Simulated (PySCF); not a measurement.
Problem. What does the PBE0-D3(BJ)/def2-SVP structure of `C=NC1=CCC1` look like in three dimensions?

Solution. 
Z-matrix in Å and degrees, rows numbered from 1:
```
C 
N   1  1.2719
C   2  1.3777  1  118.47
C   3  1.3486  2  131.46  1   179.91
C   4  1.5072  3   93.56  2  -179.96
C   3  1.5204  2  134.17  1    -0.05
H   1  1.1067  2  123.50  3     0.02
H   1  1.0983  2  119.38  3  -179.98
H   4  1.0922  3  132.98  2    -0.00
H   5  1.1029  4  115.68  3   116.01
H   5  1.1029  4  115.67  3  -116.05
H   6  1.1024  3  115.89  2    64.57
H   6  1.1024  3  115.89  2   -64.63
```

The 4-membered ring C3–C4–C5–C6 has internal angles of 85.2° to 94.4° (sum 360°, against 360° for a flat polygon); it is planar, 0.00 Å rms from its mean plane, widest ring torsion 0°. Of the pairs four or more bonds apart, C6···H7 is among the closest relative to their van der Waals radii: 2.72 Å, 94 % of the sum of Bondi's values. The 4 C–C bonds span 1.349 Å (C3=C4, drawn double) to 1.558 Å (C5–C6, drawn single), a spread of 0.209 Å. The C–N distances run from 1.272 Å (C1=N2, drawn double) to 1.378 Å (N2–C3, drawn single), a spread of 0.106 Å.

Computed with PySCF, PBE0-D3(BJ)/def2-SVP geometry optimisation, gas phase.

Point group: Cs (tolerance 0.08 Å). Stationary, but not proved a minimum. The numbers are those of one conformer (C1–N2–C3–C4 180°).

Time: 22 s wall. Hardware: one thread of an x86-64 server (shared host). This is the geometry optimisation.
